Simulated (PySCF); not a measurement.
# FCI/STO-6G run of H2O3 (trioxidane)

What is the vertical ionisation energy of H2O3 (trioxidane) at FCI/STO-6G? The job is set up through a Python script.

The results are computed with PySCF 2.14.0.

5 further runs of the same task are left out: 1 that didn't finish, 4 set aside as unsound or not needed.

### Step 1. The system as given

H2O3 has 5 atoms, charge 0, and is taken as a singlet. SMILES: `OOO`. The shape is that of a GFN2-xTB optimisation. This is a higher conformer, about 11 kJ/mol above the lowest found by a separate search.

Bond lengths: O1–O2 1.390 Å, O2–O3 1.391 Å, O1–H4 0.972 Å, O3–H5 0.972 Å. Angles: O1–O2–O3 110.7°, O2–O1–H4 106.7°, O2–O3–H5 106.5°.

### Step 2. A single-point energy at FCI/STO-6G

The input, start.xyz:

```xyz
5

O     -0.984020    -0.692710    -0.137760
O     -0.127030    -0.049090     0.747210
O      1.176430    -0.056790     0.262120
H     -1.378730    -0.001520    -0.695970
H      1.313340     0.800110    -0.175600
```

The input, job.py:

```python
from pyscf import gto, scf, mcscf
from pyscf import fci

mol = gto.M(
    atom='start.xyz',
    max_memory=1860,
    verbose=3,
    basis='sto-6g',
    spin=0,
)

mf = scf.RHF(mol)
mf.conv_tol = 1e-10
mf.kernel()
if not mf.converged:
    mf = mf.newton().run(mf.mo_coeff, mf.mo_occ)

cas = mcscf.CASCI(mf, mf.mo_coeff.shape[-1] - 3, (mol.nelec[0] - 3, mol.nelec[1] - 3))  # full CI above the frozen core
cas.fcisolver = fci.direct_spin0.FCI(mol)  # even spin states alone
cas.kernel()
print('<S^2> = %.4f' % cas.fcisolver.spin_square(cas.ci, cas.ncas, cas.nelecas)[0])
etot = cas.e_tot
print('Final energy', etot)
```

Started as:

```bash
$ OMP_NUM_THREADS=1 python job.py
```

Output:

```text
converged SCF energy = -224.702576945237
CASCI E = -224.862322750774  E(CI) = -95.7367111409868  S^2 = 0.0000000
<S^2> = 0.0000
Final energy -224.8623227507736
```

Run time: 26 s. Hardware: 1 thread of Arm Neoverse V1, shared host; peak memory 0.34 GiB.

### Step 3. The doublet cation at the same level

The input, job.py:

```python
from pyscf import gto, scf, mcscf

mol = gto.M(
    atom='''
O     -0.984020    -0.692710    -0.137760
O     -0.127030    -0.049090     0.747210
O      1.176430    -0.056790     0.262120
H     -1.378730    -0.001520    -0.695970
H      1.313340     0.800110    -0.175600
''',
    verbose=3,
    spin=1,
    max_memory=1860,
    basis='sto-6g',
    charge=1,
)

hf = scf.ROHF(mol)
hf.conv_tol = 1e-10
hf.kernel()
if not hf.converged:
    hf = hf.newton().run(hf.mo_coeff, hf.mo_occ)

cas = mcscf.CASCI(hf, hf.mo_coeff.shape[-1] - 3, (mol.nelec[0] - 3, mol.nelec[1] - 3))  # full CI above the frozen core
cas.fix_spin_(ss=0.75)
cas.kernel()
etot = cas.e_tot
print('E = %.10f Eh' % etot)
```

Started as:

```bash
$ OMP_NUM_THREADS=1 python job.py
```

Output:

```text
converged SCF energy = -224.400074076812
CASCI E = -224.576002704608  E(CI) = -95.4496881894882  S^2 = 0.7500000
E = -224.5760027046 Eh
```

It took 3.6 min on 1 thread of Arm Neoverse V1, shared host; peak memory 0.56 GiB.

### Step 4. Summary of results

At FCI/STO-6G, 3 core orbitals frozen:

| quantity | value |
| --- | --- |
| singlet H2O3: total energy | -224.86232 Eh |
| singlet H2O3: dipole moment (Hartree–Fock density) | 2.95 D |
| singlet H2O3: HOMO energy (Hartree–Fock orbitals) | -10.15 eV |
| singlet H2O3: LUMO energy (Hartree–Fock orbitals) | 11.48 eV |
| singlet H2O3: HOMO–LUMO gap (Hartree–Fock orbitals) | 21.64 eV |
| singlet H2O3: correlation energy (3 core orbitals frozen) | -159.7 mEh |
| doublet cation: total energy | -224.57600 Eh |
| doublet cation: correlation energy (3 core orbitals frozen) | -175.9 mEh |
| vertical ionisation energy (to the doublet cation) | 7.791 eV |

In words: The vertical ionisation energy comes to 7.79 eV (752 kJ/mol). In a minimal basis such a difference can be off by several eV, whatever the method.
